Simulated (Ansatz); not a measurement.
CH3O (SMILES C[O]) moved off its minimum; all values from Ansatz (a quantum-chemistry and plane-wave program), cores frozen in correlated methods. Open shells are unrestricted.
(charge 0, multiplicity 2)
```xyz
5

C     -0.56130     0.03752     0.02144
O      0.85124    -0.07629    -0.04528
H     -0.87545    -0.00089     1.02347
H     -0.71212     1.05571    -0.33401
H     -1.17095    -0.58922    -0.64351
```

```
level               largest force (eV/Å)  on atom  rms difference from CCSD(T)/cc-pVTZ (eV/Å)  dipole (D)
------------------  --------------------  -------  ------------------------------------------  ----------
HF/def2-TZVPP                       2.13       C1                                       0.279        2.03
PBE/def2-TZVPP                      2.58       C1                                       0.296        2.14
r2SCAN/def2-TZVPP                   2.33       C1                                       0.163        2.08
B3LYP/def2-TZVPP                    2.19       C1                                       0.108        2.13
wB97M-V/def2-TZVPP                  2.21       C1                                       0.119        2.09
MP2/cc-pVTZ                         2.01       C1                                       0.080        1.97
CCSD(T)/cc-pVTZ                     1.99       C1                                       0.000        1.99
```

The differences count from one level among others, with limits of its own. Forces at CCSD(T)/cc-pVTZ (eV/Å):

| atom | Fx | Fy | Fz |
|---|---|---|---|
| C1 | 1.540 | 0.274 | -1.226 |
| O2 | -1.248 | -0.337 | -0.241 |
| H3 | -0.630 | -0.132 | 1.409 |
| H4 | -0.175 | 0.482 | -0.017 |
| H5 | 0.512 | -0.287 | 0.075 |
